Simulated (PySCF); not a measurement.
Level sweep

Silicon difluoride, SiF2 (singlet state).
SMILES: `F[Si]F`

PySCF, dipoles from the SCF density, polarisabilities from static response with core orbitals frozen. Geometry: PBE0-D3(BJ)/def2-SVP; no solvent, vibrations or thermal averaging.

Reference dipole: 1.230 D (measured, gas; NIST CCCBDB Release 22 (SRD 101), experimental dipoles). The anisotropy is √(½[(α1 − α2)² + (α2 − α3)² + (α3 − α1)²]).

```json
{"level": "LDA/def2-SVPD", "μ (D)": "1.326", "error (%)": "+7.8", "α (Å³)": "4.35", "anisotropy (Å³)": "0.37"}
{"level": "PBE/def2-SVPD", "μ (D)": "1.273", "error (%)": "+3.5", "α (Å³)": "4.38", "anisotropy (Å³)": "0.36"}
{"level": "B3LYP/def2-SVPD", "μ (D)": "1.447", "error (%)": "+17.6", "α (Å³)": "4.21", "anisotropy (Å³)": "0.33"}
{"level": "PBE0/def2-SVPD", "μ (D)": "1.369", "error (%)": "+11.3", "α (Å³)": "4.19", "anisotropy (Å³)": "0.33"}
{"level": "BHandHLYP/def2-SVPD", "μ (D)": "1.535", "error (%)": "+24.8", "α (Å³)": "4.05", "anisotropy (Å³)": "0.36"}
{"level": "CAM-B3LYP/def2-SVPD", "μ (D)": "1.468", "error (%)": "+19.3", "α (Å³)": "4.17", "anisotropy (Å³)": "0.34"}
{"level": "wB97X-D/def2-SVPD", "μ (D)": "1.361", "error (%)": "+10.7", "α (Å³)": "4.21", "anisotropy (Å³)": "0.35"}
{"level": "LC-wPBE/def2-SVPD", "μ (D)": "1.311", "error (%)": "+6.5", "α (Å³)": "4.17", "anisotropy (Å³)": "0.36"}
{"level": "HF/def2-SVPD", "μ (D)": "1.481", "error (%)": "+20.4", "α (Å³)": "3.94", "anisotropy (Å³)": "0.53"}
{"level": "PBE0/6-31G*", "μ (D)": "1.068", "error (%)": "-13.2", "α (Å³)": "3.50", "anisotropy (Å³)": "0.64"}
{"level": "PBE0/def2-SVP", "μ (D)": "1.184", "error (%)": "-3.8", "α (Å³)": "3.38", "anisotropy (Å³)": "0.63"}
{"level": "PBE0/6-31+G*", "μ (D)": "1.460", "error (%)": "+18.7", "α (Å³)": "3.99", "anisotropy (Å³)": "0.48"}
{"level": "PBE0/aug-cc-pVDZ", "μ (D)": "1.345", "error (%)": "+9.3", "α (Å³)": "4.23", "anisotropy (Å³)": "0.33"}
{"level": "PBE0/def2-TZVP", "μ (D)": "1.292", "error (%)": "+5.1", "α (Å³)": "3.90", "anisotropy (Å³)": "0.40"}
{"level": "PBE0/def2-TZVPD", "μ (D)": "1.318", "error (%)": "+7.2", "α (Å³)": "4.32", "anisotropy (Å³)": "0.31"}
{"level": "PBE0/aug-cc-pVTZ", "μ (D)": "1.321", "error (%)": "+7.4", "α (Å³)": "4.32", "anisotropy (Å³)": "0.33"}
```

For the dipole, the smallest error is 3.5% (PBE/def2-SVPD) and the largest 24.8% (BHandHLYP/def2-SVPD). The dipole runs from 1.07 D (PBE0/6-31G*) to 1.53 D (BHandHLYP/def2-SVPD). No reference polarisability is at hand; against PBE0 in the largest diffuse basis at hand (aug-cc-pVTZ) the other PBE0 rows deviate by 6-31G* -19%, def2-SVP -22%, 6-31+G* -8%, def2-SVPD -3%, aug-cc-pVDZ -2%, def2-TZVP -10%, def2-TZVPD 0%. In one basis (def2-SVPD) the functionals order the polarisability from HF (lowest) to PBE (highest), a spread of 11%. With PBE0 the polarisability is 3.59 Å³ without diffuse functions (mean of 6-31G*, def2-SVP and def2-TZVP) and 4.21 Å³ with them (mean of 6-31+G*, def2-SVPD, aug-cc-pVDZ, def2-TZVPD and aug-cc-pVTZ). Measured values can belong to vibrating molecules; the computed ones are for one fixed geometry.
